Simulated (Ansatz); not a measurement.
A structure relaxed at PBE0-D4/def2-TZVPD in Ansatz, charge -1, singlet:

```csv
atom,x (Å),y (Å),z (Å)
Li1,0.001,-0.002,-0.002
H2,0.127,-1.376,1.007
H3,-0.128,1.378,-1.005
```

Task: Give its formula and point group.

Result: the cluster LiH₂⁻ (the lowest singlet isomer of a short search). Point group D∞h (tolerance 0.1 Å).

Task: Summarise the bond lengths by kind (pairs closer than 1.2 times the sum of covalent radii, bridged metal pairs left out).

Result: 2 × H–Li 1.71 Å.

The structure comes from a short search, and lower isomers may exist.
